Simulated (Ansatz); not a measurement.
Species, as SMILES: [N]=O (N-O), doublet.
Atoms: N1, O2. Bonds: N1-O2.

Basis-set convergence of the optimised N1-O2 bond length at PBE with Ansatz (a quantum-chemistry and plane-wave program). All functions are spherical. Open shells are unrestricted. No added dispersion term, no relativity. Reference: the value in pcseg-4, 1.1565 Å, itself unsure by roughly 0.0002 Å (its mean distance from aug-pcseg-3, aug-cc-pVQZ, cc-pV5Z). Deviations are taken from unrounded values.

```json
[
 {"basis": "def2-SVP", "functions": "28", "optimised N1-O2 bond length (Å)": "1.1603", "minus reference (Å)": "0.0038"},
 {"basis": "def2-SVPD", "functions": "43", "optimised N1-O2 bond length (Å)": "1.1614", "minus reference (Å)": "0.0049"},
 {"basis": "def2-TZVPP", "functions": "62", "optimised N1-O2 bond length (Å)": "1.1576", "minus reference (Å)": "0.0010"},
 {"basis": "def2-TZVPPD", "functions": "77", "optimised N1-O2 bond length (Å)": "1.1576", "minus reference (Å)": "0.0011"},
 {"basis": "def2-QZVPP", "functions": "114", "optimised N1-O2 bond length (Å)": "1.1568", "minus reference (Å)": "0.0002"},
 {"basis": "def2-QZVPPD", "functions": "129", "optimised N1-O2 bond length (Å)": "1.1568", "minus reference (Å)": "0.0003"}
]
```

The smallest set listed that lies within 0.003 Å of the reference with all its larger relatives (same family, alike in diffuse functions; a set with none counts only in the reference's own line) is def2-TZVPP (62 functions, 0.0010 Å off).
